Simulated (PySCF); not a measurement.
## A PySCF run on P2

State: ¹Σg⁺ (singlet), closed shell.

An equivalent input (the run itself took its basis sets from the Basis Set Exchange, started from a PBE0 density and held the occupation σ 9α 9β, πx 3α 3β, πy 3α 3β):

```python
from pyscf import gto, dft
mol = gto.M(atom='P 0 0 0; P 0 0 1.893', basis={'P': 'def2-SVP'},
            charge=0, spin=0, verbose=4, symmetry='C2v')
mf = dft.UKS(mol, xc='HYB_MGGA_XC_R2SCANH')
mf.grids.atom_grid = (80, 434)
mf.grids.prune = dft.gen_grid.treutler_prune
mf.irrep_nelec = {'A1': (9, 9), 'B1': (3, 3), 'B2': (3, 3)}
mf.conv_tol = 1e-9
mf.max_cycle = 60
mf.diis_space = 10
mf.kernel()
```

The log (some set-up lines and the per-cycle HOMO/LUMO lines removed):

```
******** <class 'pyscf.dft.uks_symm.SymAdaptedUKS'> ********
method = SymAdaptedUKS
damping factor = 0
level_shift factor = 0
DIIS = <class 'pyscf.scf.diis.CDIIS'>
diis_start_cycle = 1
diis_space = 10
diis_damp = 0
SCF conv_tol = 1e-09
SCF conv_tol_grad = None
SCF max_cycles = 60
number electrons alpha = 15  beta = 15
Set gradient conv threshold to 3.16228e-05
init E= -682.418585729737
cycle= 1 E= -682.418820856795  delta_E= -0.000235  |g|= 0.00419  |ddm|= 0.0803
cycle= 2 E= -682.418827034068  delta_E= -6.18e-06  |g|= 0.00322  |ddm|= 0.0115
cycle= 3 E= -682.418834602741  delta_E= -7.57e-06  |g|= 0.000151  |ddm|= 0.00464
cycle= 4 E= -682.418834619828  delta_E= -1.71e-08  |g|= 2.64e-05  |ddm|= 0.000459
cycle= 5 E= -682.418834620227  delta_E= -3.99e-10  |g|= 7.42e-06  |ddm|= 3.25e-05
Extra cycle  E= -682.418834619728  delta_E= 4.99e-10  |g|= 2.59e-05  |ddm|= 3.9e-05
converged SCF energy = -682.418834619728  <S^2> = 8.56204e-12  2S+1 = 1
```

Repeating this along the bond gives Re = 1.893 Å and ωe = 828 cm⁻¹.

A point of this curve took 0.33 CPU seconds beside 0.025 for the integrals, on Intel Xeon Platinum 8488C (shared host).
